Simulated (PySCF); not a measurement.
Input for PySCF: R-HF/STO-3G on H2O (SMILES O).

```python
from pyscf import gto, scf, dft, mp
from pyscf.data.elements import chemcore

mol = gto.M(
    atom='''
    O    -2.78622774   -0.27406965    0.00000000
    H    -2.62142374   -1.21879165    0.00000000
    H    -1.89892674    0.09752035    0.00000000
    ''',
    basis='sto-3g',
    charge=0, spin=0, verbose=3, max_memory=1800)
mf = scf.RHF(mol)
mf.conv_tol = 1e-8
mf.max_cycle = 100
mf.kernel()
if not mf.converged:
    mf = mf.newton().run(mf.mo_coeff, mf.mo_occ)
```

The log:

```
converged SCF energy = -74.9637872677765
```

The run converged.

Cost: very roughly 0.05 core-seconds.
